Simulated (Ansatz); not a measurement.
**C₆H₁₄: up Jacob's ladder to CCSD(T)**

One table from this session's results is given with a row withheld; the runs are named, their logs left out.

Computed with Ansatz 0.2.0, Gaussian basis. Level: functionals in def2-TZVPP, the program's frozen cores in correlated methods.

Plan: PBE-D4, r2SCAN-D4, PBE0-D4, B3LYP-D4, ωB97X-V, ωB97M-V, B2PLYP; CCSD(T)/def2-TZVPP; MP2/def2-QZVPP; extrapolation to the limit.

### The geometry

The geometry comes from an earlier relaxation with PBE0-D4 in a triple-zeta def2 set; it is a stationary point, not always the lowest conformer.

SMILES `CCCC(C)C`, 20 atoms, charge 0, spin multiplicity 1.

Atoms are counted from 1 here; the program's logs count them from 0.

Bond lengths: C1–C2 1.519 Å, C1–H7 1.092 Å, C1–H8 1.094 Å, C1–H9 1.094 Å, C2–C3 1.520 Å, C2–H10 1.095 Å, C2–H11 1.097 Å, C3–C4 1.526 Å, C3–H12 1.099 Å, C3–H13 1.097 Å, C4–C5 1.522 Å, C4–C6 1.522 Å, C4–H14 1.099 Å, C5–H15 1.095 Å, C5–H16 1.093 Å, C5–H17 1.093 Å, C6–H18 1.092 Å, C6–H19 1.095 Å and more. Angles: C2–C1–H7 111.7°, C2–C1–H8 111.1°, C2–C1–H9 111.0°, H7–C1–H8 107.7°, H7–C1–H9 107.7°, H8–C1–H9 107.4°, C1–C2–C3 112.6°, C1–C2–H10 109.2°, C1–C2–H11 109.6°, C3–C2–H10 110.0°, C3–C2–H11 109.1°, H10–C2–H11 106.1°, C2–C3–C4 115.2°, C2–C3–H12 109.3°, C2–C3–H13 108.6°, C4–C3–H12 108.8°, C4–C3–H13 108.6°, H12–C3–H13 105.8° and more.

The first run:

Contents of in.yaml:

```yaml
crystal:
  periodic: [false, false, false]
  atoms:
    - {symbol: C, position_ang: [-0.670493, -0.706678, 2.642265]}
    - {symbol: C, position_ang: [0.192485, -0.643038, 1.393736]}
    - {symbol: C, position_ang: [-0.543463, -0.045486, 0.205321]}
    - {symbol: C, position_ang: [0.234700, -0.041892, -1.107487]}
    - {symbol: C, position_ang: [-0.654913, 0.425907, -2.250127]}
    - {symbol: C, position_ang: [1.493811, 0.810290, -1.030119]}
    - {symbol: H, position_ang: [-0.127127, -1.137399, 3.486466]}
    - {symbol: H, position_ang: [-1.562495, -1.316838, 2.474244]}
    - {symbol: H, position_ang: [-1.007175, 0.290943, 2.938385]}
    - {symbol: H, position_ang: [1.093438, -0.059591, 1.607767]}
    - {symbol: H, position_ang: [0.537329, -1.650843, 1.132881]}
    - {symbol: H, position_ang: [-0.842224, 0.984755, 0.443069]}
    - {symbol: H, position_ang: [-1.477524, -0.601454, 0.056087]}
    - {symbol: H, position_ang: [0.537965, -1.077185, -1.316013]}
    - {symbol: H, position_ang: [-0.984790, 1.456814, -2.085172]}
    - {symbol: H, position_ang: [-0.124955, 0.397317, -3.205714]}
    - {symbol: H, position_ang: [-1.548265, -0.197466, -2.341418]}
    - {symbol: H, position_ang: [2.190448, 0.448933, -0.271194]}
    - {symbol: H, position_ang: [1.241263, 1.847661, -0.785931]}
    - {symbol: H, position_ang: [2.021985, 0.815261, -1.987056]}
basis:
  gaussian: {orbitals: def2-TZVPP}
hamiltonian: {xc: pbe, dispersion: d4}
output: {forces: true, orbitals: {seedname: orbitals}}
```

Run with:

```bash
$ ansatz run in.yaml --threads 2 --pin off --events-out ev --progress --plain --max-ram 32768MiB --backend cuda --devices 0, --max-vram 18GiB
```

Steps of the session up to this table: PBE-D4 (GGA); r2SCAN-D4 (meta-GGA); PBE0-D4 (hybrid); B3LYP-D4 (hybrid); ωB97X-V (range-separated); ωB97M-V (range-separated); B2PLYP (double hybrid); CCSD(T) in def2-TZVPP; MP2 in def2-QZVPP.

One of the session's tables, all rows but one given; the rest of the session is left out.

| method | atoms, summed (eV) | atomisation energy (kJ/mol) |
| --- | --- | --- |
| PBE-D4 | -6361.218 | 8031.4 |
| r2SCAN-D4 | -6367.369 | 7924.5 |
| PBE0-D4 | -6363.294 | 7962.5 |
| B3LYP-D4 | -6372.554 | 7919.3 |
| ωB97X-V | -6369.816 | 7919.9 |
| ωB97M-V | -6367.352 | 7930.5 |
| B2PLYP | -6365.907 | 7840.1 |
| HF/def2-TZVPP | -6344.395 | 6045.7 |
| MP2/def2-TZVPP | -6355.189 | 7809.5 |
| CCSD/def2-TZVPP | ? | ? |
| CCSD(T)/def2-TZVPP | -6358.852 | 7757.5 |
| MP2/CBS | -6357.042 | 7964.3 |
| CCSD(T)/CBS | -6360.706 | 7912.3 |

**Question.** Estimate the row for CCSD/def2-TZVPP.

**Answer.** atoms, summed (eV): -6358.521; atomisation energy (kJ/mol): 7674.2. In the column «atoms, summed (eV)» it lies between CCSD(T)/def2-TZVPP (-6358.852) and MP2/CBS (-6357.042).

Limits of these values: Free atoms (6 C, 14 H) were run apart at each level; the atomisation energy is their sum less the molecule, without zero-point or spin-orbit terms.
